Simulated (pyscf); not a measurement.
Elementary routes open to PH₃ (SMILES P) + HO–SiH₃ (SMILES O[SiH3]) in the gas phase (singlet surface):
A. HO–PH₂ (SMILES OP) + SiH₄ (SMILES [SiH4]) (H–P, O–Si broken; O–P, H–Si formed)
B. HO–SiH₂–PH₂ (SMILES O[SiH2]P) + H₂ (SMILES [H][H]) (H–P, H–Si broken; P–Si, H–H formed)
C. H₃Si–O–PH₂ (SMILES [SiH3]OP) + H₂ (SMILES [H][H]) (H–P, H–O broken; O–P, H–H formed)

PySCF, gas phase, ωB97X-D3(BJ)/def2-SVP geometries.

**Question.** Rank the routes by free-energy barrier at 900 K, lowest first, for ωB97M-D3(BJ)/def2-TZVP energies (ideal gas, 1 atm, RRHO with modes under 100 cm⁻¹ raised to 100, one conformer, R ln 2 for chiral ones without a mode under 150 cm⁻¹).

**Answer.** B (88.8 kcal/mol), A (93.2 kcal/mol), C (96.0 kcal/mol)

Route B is the fastest of these, ahead of the next by 4.4 kcal/mol. The most stable products are those of B (ΔG = +3.0 kcal/mol), so kinetics and thermodynamics agree. At 298 K B is still the fastest. B: On the reactant side the descent ends in a complex, 4.2 kcal/mol under the separated species and 59.7 kcal/mol under the saddle at ωB97X-D3(BJ)/def2-TZVP. Only these routes are compared; each barrier is that of the saddle found, and lower ones may exist.
